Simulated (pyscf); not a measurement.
`[OH2]` + `[O]=[Zr]([OH])[Cl]` → `[OH][Zr]([OH])([OH])[Cl]` (addition across a multiple bond or ene-type step; singlet surface; H–O broken, O–Zr, H–O formed). PySCF, gas phase, ωB97X-D3(BJ)/def2-SVP geometries. Energies in kJ/mol from the separated reactants.

```
level                   barrier  reaction energy
----------------------  -------  ---------------
ωB97X-D3(BJ)/def2-TZVP   -102.7           -297.7
r²SCAN/def2-TZVP         -110.0           -288.4
B3LYP-D3(BJ)/def2-TZVP    -99.2           -289.8
M06-2X/def2-TZVP         -104.3           -300.0
ωB97M-D3(BJ)/def2-TZVP        …           -288.5
HF/def2-TZVP                  …                …
```

Q: Some entries are withheld; supply them.

A: 
- ωB97M-D3(BJ)/def2-TZVP, barrier: -93.3
- HF/def2-TZVP, barrier: -62.2
- HF/def2-TZVP, reaction energy: -321.0

On the reactant side the descent ends in an adduct with a O–Zr contact, 144.7 kJ/mol under the separated species and 42.0 kJ/mol under the saddle at ωB97X-D3(BJ)/def2-TZVP. At ωB97X-D3(BJ)/def2-TZVP, r²SCAN, B3LYP-D3(BJ), M06-2X, ωB97M-D3(BJ)/def2-TZVP, HF the saddle lies under the separated reactants, which points to a path from their complex (located at ωB97X-D3(BJ) alone). What is counted as formed (O–Zr) is already present as a longer contact in the reactant adduct; forming that adduct is a step of its own. At the saddle there is also a short H–Zr contact that neither side keeps. One saddle was located; it need not be the lowest between these sides. Elements past Kr carry the def2 core potentials, without spin-orbit coupling.
